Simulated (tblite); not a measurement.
A tight-binding relaxation on `C/C=C/C#P`.

Computed with GFN2-xTB geometry optimisation, gas phase (tblite 0.8.0). Start geometry: from a force field or distance geometry. The command runs a driver script over a list of jobs; the input below is this job's line of settings and its coordinates in Å.

Command:
```bash
OMP_NUM_THREADS=1 python probes_run.py task.json out
```

Input:
```
{"job": {"kind": "relax", "xc": "GFN2-xTB", "basis": "xTB"}, "charge": 0, "multiplicity": 1}
C     -1.541700    -0.021600     0.045100
C     -0.130300    -0.438000    -0.001600
C      0.851000     0.487000     0.007300
C      2.214100     0.071500    -0.041300
P      3.683200    -0.408500    -0.087800
H     -1.734600     0.898000    -0.567400
H     -2.184700    -0.800100    -0.463100
H     -1.907400     0.160900     1.069300
H      0.161000    -1.488800    -0.015100
H      0.598400     1.544300     0.032000
```

Output:
```
step      E/eV     max force
  0    -368.32646    2.106
  1    -368.38872    2.210
  2    -368.43225    0.440
  3    -368.44388    0.298
  4    -368.45524    0.216
  5    -368.45874    0.189
  6    -368.46163    0.158
  7    -368.46366    0.133
  8    -368.46464    0.086
  9    -368.46535    0.084
... (34 lines left out)
 44    -368.49759    0.095
 45    -368.49861    0.086
 46    -368.49913    0.078
 47    -368.49938    0.048
 48    -368.49959    0.035
 49    -368.49990    0.028
 50    -368.50001    0.019
 51    -368.50006    0.013
 52    -368.50007    0.011
 53    -368.50009    0.009
```

«max force» is the largest atomic force in eV/Å.

Problem. From which step on does the largest force stay under 0.1 eV/Å, and how much energy is left to gain from there?

Solution. From step 44 (0.095 eV/Å), 2.5 meV above the end.

In short: energy lowered by 4.0 kcal/mol over 53 steps; largest atomic force 0.009 eV/Å at the end.

Problem. Where do the atoms end?

Solution. 0.274 Å rms from the input after alignment:
```
atom  x, y, z in Å
C1    -1.5745   -0.0178    0.0463
C2    -0.1388   -0.4023    0.0813
C3     0.8761    0.4460   -0.1252
C4     2.2163    0.0698   -0.0798
P5     3.7189   -0.3447   -0.0203
H6    -1.6971    1.0398   -0.1759
H7    -2.1016   -0.6016   -0.7092
H8    -2.0427   -0.2340    1.0072
H9     0.0737   -1.4425    0.2925
H10    0.6787    1.4920   -0.3395
```
Labels such as C1 count atoms from 1, the log's own numbers from 0.
